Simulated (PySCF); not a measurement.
```xyz
4
charge 0 multiplicity 2, angstrom
C     0.0000    0.3249   -0.0200
F     0.0000    0.0084    1.2541
F     1.0844   -0.1068   -0.6207
F    -1.0844   -0.1068   -0.6207
```

These are results of PySCF, UPBE0, basis C def2-TZVP, F def2-TZVP (no relativity, density fitting), not measurements.

This geometry of CF3 is a stationary point at this level.

Question: What is the point group?

Answer: C3v.

Question: Is it a minimum?

Answer: Yes: all harmonic wavenumbers are real.

Question: Give the atomic charges and bond orders.

Answer: 
| atom | Mulliken | Löwdin | polar tensor | spin (Mulliken) | Mayer order to C1 |
| --- | --- | --- | --- | --- | --- |
| C1 | 0.39 | -0.66 | 1.47 | 0.85 | – |
| F2,3,4 | -0.13 | 0.22 | -0.49 | 0.05 | 1.15 |

Question: What is the atomisation energy, with and without zero-point energy?

Answer: 1468 kJ/mol without, 1435 kJ/mol with.

This need not be the most stable arrangement of these atoms.
